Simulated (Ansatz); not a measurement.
Computed with Ansatz.

C$_{4}$H$_{7}$FO (`C/C(=C/F)CO`). The species carries charge 0 and has multiplicity 1. All single points use the PBE0-D4/def2-TZVP geometry. It is one conformer, not always the lowest.

```xyz
13

C     0.037    1.037   -1.089
C     0.236   -0.140   -0.191
C     0.591   -1.313   -0.693
F     0.777   -2.404    0.069
C    -0.003    0.059    1.275
O    -1.338    0.448    1.549
H     0.167    0.775   -2.140
H     0.748    1.833   -0.845
H    -0.964    1.453   -0.955
H     0.770   -1.516   -1.742
H     0.618    0.884    1.638
H     0.273   -0.839    1.835
H    -1.913   -0.277    1.290
```

**Question.** What is the dipole moment at ωB97M-V/def2-TZVPP? (Estimate.)

**Answer.** The calculation gave: 1.39 D, with components (0.12, -0.02, -1.39) D in this frame, pointing from negative to positive charge.

**Question.** And with PBE, r2SCAN, B3LYP? (Estimate.)

**Answer.** The calculation gave: PBE 1.28 D, r2SCAN 1.33 D, B3LYP 1.39 D.

**Question.** Give the Mulliken charges with ωB97M-V, PBE, B3LYP in def2-TZVPP. (An estimate is asked.)

**Answer.** The calculation gave: 
```csv
atom,ωB97M-V,PBE,B3LYP
C1,-0.27,-0.21,-0.22
C2,-0.12,-0.10,-0.11
C3,0.11,0.09,0.12
F4,-0.20,-0.17,-0.21
C5,0.02,0.04,0.06
O6,-0.32,-0.31,-0.34
H7,0.09,0.07,0.07
H8,0.11,0.08,0.09
H9,0.12,0.09,0.10
H10,0.09,0.08,0.09
H11,0.10,0.07,0.08
H12,0.11,0.08,0.09
H13,0.17,0.18,0.18
```

B3LYP here is the variant with VWN-RPA as its local correlation; programs differ in this.
